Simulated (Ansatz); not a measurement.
For Ge (model structure, started from the omega type, P6/mmm, No. 191, 3 atoms in the cell), PBEsol (Ansatz, an electronic-structure program, PAW) gives:

| Property | Value |
|---|---|
| equilibrium lattice constant a | 4.722 Å |
| lattice parameter c | 2.846 Å |

### Question
What does PBE-D3(BJ) in Ansatz (plane waves, PAW) give for the same quantities?

### Answer

- lattice constant a: 4.735 Å (grows by 0.3 %)
- lattice parameter c: 2.853 Å (goes up by 0.2 %)

Changes are worked out from the printed values.

Unless a cell is named, each level is at its own relaxed cell (PBEsol 18.32, PBE-D3(BJ) 18.46 Å³/atom).

Caveats: a distance lies near a switch of the dispersion term, which can move the cell (PBE-D3(BJ)). Ansatz's density-functional and Hartree–Fock values are scalar-relativistic unless marked +SOC, with PAW data made under PBE.

A model structure was made by putting elements into a prototype or built by hand; it is no filed structure, need not be a known phase, and can be a saddle point held by its symmetry.
